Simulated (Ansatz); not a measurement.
Ideal-gas functions of Cl₂Si, SMILES `Cl[Si]Cl` at 400 K and 1 bar, from an Ansatz frequency run at PBE0-D4/def2-TZVP.

Molar mass 98.99 g/mol, point group C2v (symmetry number 2), electronic degeneracy 1, moments of inertia 34.915, 182.934, 217.849 u Å². Harmonic wavenumbers (cm⁻¹, unscaled): 198, 515, 520.

Use S(trans) = R[1.5 ln M + 2.5 ln T − 1.1517]; rotational temperatures θ = 24.2544 K / I; S(rot) = R[ln(√π/σ · √(T³/θAθBθC)) + 1.5]; for each mode x = 1.438777 ν̃/T, S = R[x/(eˣ − 1) − ln(1 − e⁻ˣ)] and H = RT x/(eˣ − 1); 1 cm⁻¹ = 0.0119627 kJ/mol; R = 8.31446 J/(mol·K).

By hand: the entropy, in J/(mol·K).

Translation 172.3. Rotation: θ = 0.6947, 0.1326, 0.1113 K, giving 105.2. Vibration, mode by mode: 11.31, 4.28, 4.22, in all 19.8. Electronic 0.0. Sum 297.3 J/(mol·K).

By hand: H − E and G − E in kJ/mol, counted from the electronic energy.

Zero-point energy ½ × 1233 × 0.0119627 = 7.4; thermal vibration 4.6; translation, rotation and pV give 4 RT = 13.3. H − E = 25.3 kJ/mol, and G − E = 25.3 − 400 × 297.3/1000 = -93.6 kJ/mol.

Vibration gives 7 % of the entropy.
